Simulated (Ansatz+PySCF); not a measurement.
Values are calculated unless marked as measured or tabulated.
This PySCF input gave a total energy of -114.95322 hartree.

```python
from pyscf import gto, dft

mol = gto.M(atom="""
C 0.000000 0.000000 -0.508000
O 0.000000 0.000000 0.781390
H 0.000000 -1.030540 -1.067700
H -0.892470 0.515270 -1.067700
H 0.892470 0.515270 -1.067700
""", basis='def2-svp', charge=-1, spin=0)
mf = dft.UKS(mol, xc='wb97x')
mf.init_guess = 'minao'
mf.kernel()
while True:  # follow internal instabilities
    mo, _, stable, _ = mf.stability(return_status=True)
    if stable: break
    mf.kernel(mf.make_rdm1(mo, mf.mo_occ))
print(mf.converged, mf.e_tot, mf.spin_square()[0])
```

Task: Write an input for Ansatz with the same method and basis set.

Result:

```yaml
crystal:
  periodic: [false, false, false]
  atoms:
    - { symbol: C, position_ang: [0.0, 0.0, -0.508] }
    - { symbol: O, position_ang: [0.0, 0.0, 0.78139] }
    - { symbol: H, position_ang: [0.0, -1.03054, -1.0677] }
    - { symbol: H, position_ang: [-0.89247, 0.51527, -1.0677] }
    - { symbol: H, position_ang: [0.89247, 0.51527, -1.0677] }
basis:
  gaussian: { orbitals: def2-SVP }
total_charge: -1
magnetization:
  spin_polarized: true
hamiltonian:
  xc: { name: wB97X }
```

Ansatz (development build ahead of 0.2.0) gave -114.95321 hartree, 0.24 meV from the first. Caution: no diffuse functions for an anion.
